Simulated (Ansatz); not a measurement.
Antiferromagnetic bcc Cr, treated with RPBE (Ansatz, a first-principles code, PAW).

Output (set-up and result lines):

```
Crystal: 2 atoms, lattice volume = 23.061 Å³
Basis set: ecut = 520 eV, 619 PW (Γ), exchange–correlation on 48×48×48 points (8 copies of the dense FFT grid, shifted against one another)
Bands: 20, of which v1, the nominal top of the filled ones, is band 14 counted from 1 (13 counted from 0)
Symmetry: 48 space group operations
Space group: Pm-3m (ITA 221), of the structure as read, at distance tolerance 2.8e-5 Å
k-points: 286 of 8000
Initial density: superposition of atomic densities (chi_scale 0.1, normalization cell)
Functional: x = rpbe, c = pbe(β = 0.06672455060314922)
SCF 1 converged in 11 iterations: F = -6764.493098 eV  dr2 = 2.63e-12
SCF converged after 11 iterations
Magnetization: 0.0000 μB (14.0000 up, 14.0000 down)
Free energy (F): -6764.493098 eV
Internal energy: -6764.487983 eV  (E = F + TS)
E sigma→0 (E₀):  -6764.490540 eV
Fermi energy:    19.557001 eV
--- Forces (eV/Å), atoms counted from 1 ---
  atom   1  Cr     0.00000000    -0.00000000    -0.00000000
  atom   2  Cr     0.00000000     0.00000000    -0.00000000
--- Stress (GPa, compression-positive) ---
       10.611691       0.000000       0.000000
        0.000000      10.611691       0.000000
        0.000000       0.000000      10.611691
  P = ⅓ Tr σ = 10.6117 GPa (106.117 kbar)
```

Task: Write an input file that could have produced this run (the log leaves some choices open).

Result: Several could match; the one computed here: 
Ansatz 0.2 input:
```yaml
crystal:
  lattice:
    - [2.8463855999, 0.0, 0.0]
    - [0.0, 2.8463855999, 0.0]
    - [0.0, 0.0, 2.8463855999]
  atoms:
    - { symbol: Cr, position: [0.0, 0.0, 0.0], spin: 1.5 }
    - { symbol: Cr, position: [0.5, 0.5, 0.5], spin: -1.5 }
basis:
  ecutwfc: 520
  ecutrho_ratio: 4
  xc_grid: 2
kpoints:
  mp_grid: { grid: [20, 20, 20] }
hamiltonian:
  xc: rpbe
  dispersion: none
  pseudopotentials: { kind: paw }
scf:
  occupations: { method: fermi_dirac, width: 0.05 }
  convergence: { dr2_threshold: 0.0000000002 }
output:
  forces: true
  stress: true
  eigenvalues: true
magnetization:
  spin_polarized: true
```

The cell is one volume of an energy–volume scan, off the minimum.

The PAW data were made under PBE.

The run is spin-polarised with opposed starting moments, which need not be the measured order.

Note: the commensurate order stands in for chromium's spin-density wave, and the size of the moments varies much between levels.
